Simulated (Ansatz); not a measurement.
Reaction (SMILES): [N]=O (N-O) → NO+ (singlet, bonded as O=[N]) + e-
B3LYP-D3(BJ)/def2-TZVP geometries, fixed; electronic energies without zero-point terms.

Energies in hartree at PBE with Ansatz (an electronic-structure program); the adiabatic ionisation energy is their sum with the coefficients shown, times 27.2114 eV a hartree. All functions are spherical. Open shells are unrestricted. No added dispersion term, no relativity.

| species | coefficient | part | cc-pVDZ | cc-pVTZ | cc-pVQZ |
|---|---|---|---|---|---|
| [N]=O (N-O) | -1 | PBE | -129.76997 | -129.80864 | -129.82001 |
| NO+ (singlet, bonded as [N]=O) | +1 | PBE | -129.42498 | -129.46165 | -129.47224 |

Predict the adiabatic ionisation energy in cc-pV5Z (X = 5): let each PBE step shrink by the ratio of the last two. Compare with the run.


- [N]=O (N-O): steps -0.03867 and -0.01137, ratio 0.294, so PBE -129.82335 (run: -129.82409).
- NO+ (singlet, bonded as [N]=O): steps -0.03667 and -0.01059, ratio 0.289, so PBE -129.47530 (run: -129.47561).
Predicted 9.471 eV; the run in cc-pV5Z gives 9.483, a miss of -0.012. Keeping the value in cc-pVQZ, 9.463, would miss by -0.019. All sums are of the energies as printed.
